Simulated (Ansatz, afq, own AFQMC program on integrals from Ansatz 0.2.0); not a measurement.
# CH$_{2}$Si, singlet → CH2Si⁺, doublet, worked out

```yaml
atoms:
  - { symbol: Si, position_ang: [0.0000, 0.0000, 0.5957] }
  - { symbol: C, position_ang: [0.0000, 0.0000, -1.1063] }
  - { symbol: H, position_ang: [0.0000, -0.9093, -1.7078] }
  - { symbol: H, position_ang: [0.0000, 0.9093, -1.7078] }
```

Connectivity, by distances: Si–CH2.

Both states at this geometry.

Basis cc-pVDZ. Noble-gas cores (and the filled d shells of Ga–Kr and In–Xe) are frozen. AFQMC by an in-house program on the Cholesky factors that Ansatz 0.2.0 writes for its CCSD(T) run. The CISD trial takes its coefficients from CCSD amplitudes. Released means that phaseless walkers are propagated on without the constraint, phases kept. Uncertainties: one standard error, sampling alone.

Total energies in eV. CBS is CCSD(T) at the limit of def2-TZVPP/QZVPP (extrapolated itself); the highest rung of each member is named.

Cautions: CH₂Si (singlet): restricted determinant unstable towards unrestricted (UHF 43 meV lower, ⟨S²⟩ 0.25); CH₂Si⁺ (doublet): the released energies are still falling, so no released level is given (meV from the phaseless value at times in 1/Eh: -15 ± 10 at 0.24, -17 ± 9 at 0.51, -29 ± 10 at 0.99, -31 ± 13 at 1.62, -46 ± 13 at 2.40), the ph-AFQMC/CISD walk drifts between its halves (2.6 errors).

| member | count | CCSD(T)/cc-pVDZ | highest rung in cc-pVDZ | which | CCSD(T)/CBS |
| --- | --- | --- | --- | --- | --- |
| CH₂Si⁺, doublet | +1 | -8920.2221 | -8920.2553 | CCSDT(Q) | -8922.7516 |
| CH₂Si, singlet | -1 | -8928.8904 | -8928.9379 | CCSDT(Q) | -8931.7317 |

Problem. Work out the best estimate of the vertical ionization energy: the CCSD(T)/CBS difference plus the step from CCSD(T) to the highest rung.

Solution. Sums with the counts: CCSD(T)/CBS 8.9801 eV, highest rung 8.6826 eV, CCSD(T)/cc-pVDZ 8.6683 eV. The step is 8.6826 − 8.6683 = 0.0143 eV, so the best estimate is 8.9801 + (0.0143) = 8.9944 eV. The basis set is worth 0.312 eV of it. Zero-point, core-correlation and spin–orbit terms aren't in it. Past Ne the Hartree–Fock part of each CBS total tends to overshoot, since the cores don't follow the formula; that largely cancels in the difference.

Best estimates are given only where the step beyond CCSD(T) is under 0.3 eV and no member's determinant is very poor (T1 over 0.05, or 0.07 for open shells, ⟨S²⟩ too high by 0.3, two states mixed), so the hardest cases are missing from such tables.

CCSDT and higher add their correlation energy to the determinant of the CCSD(T) run, since their own runs factorise the integrals more tightly (a shift of under 2 meV). Each member of a difference takes its own highest rung, so a best estimate needn't equal the limit plus the step of one row.
